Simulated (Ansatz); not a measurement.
**CH$_{2}$, triplet: reading a ladder of total energies**

Geometry: MP2(full)/6-31G*, from the G2/97 set.

```xyz
3

C     0.0000    0.0000    0.0635
H     0.0000    0.9826   -0.3781
H     0.0000   -0.9826   -0.3781
```

Basis STO-3G; Ansatz 0.2.0. Correlated methods freeze the noble-gas cores, which leaves 6 electrons in 6 orbitals. Prefix R: restricted or restricted open-shell reference; prefix U: unrestricted.

Full CI is exact within this basis and frozen core; it isn't the basis-set limit. The frozen core follows each run's orbitals, which can shift R against U totals by a few meV.

Runs differ by some tens of microhartree through their thresholds and, for an open shell, their frozen cores, so steps under 0.1 kcal/mol mean nothing.

| level | total energy (hartree) |
| --- | --- |
| UHF | -38.435451 |
| UMP2 | -38.458795 |
| UCCSD | -38.472534 |
| UCCSD(T) | -38.472630 |
| UCCSDT | -38.472695 |
| UCCSDT(Q) | -38.472702 |
| UCCSDTQ | -38.472705 |
| full CI | -38.472676 |

**Question.** What is the correlation energy at full CI, and what share of it do UMP2 and UCCSD recover?

**Answer.** E(corr) = -38.472676 − (-38.435451) = -0.037225 hartree = -1.013 eV. UMP2: -0.023344 / -0.037225 = 62.71 %. UCCSD: -0.037083 / -0.037225 = 99.62 %.

**Question.** By how many kcal/mol does UCCSD(T) miss full CI (1 hartree = 627.509 kcal/mol), and which steps make up the rest?

**Answer.** -38.472630 − (-38.472676) = 0.000046 hartree = 0.03 kcal/mol. Steps: UCCSDT − UCCSD(T) = -0.04, UCCSDT(Q) − UCCSDT = 0.00, UCCSDTQ − UCCSDT(Q) = 0.00, full CI − UCCSDTQ = 0.02 kcal/mol. That is within 1 kcal/mol of the reference in this basis, which itself misses far more of the correlation at the basis-set limit.
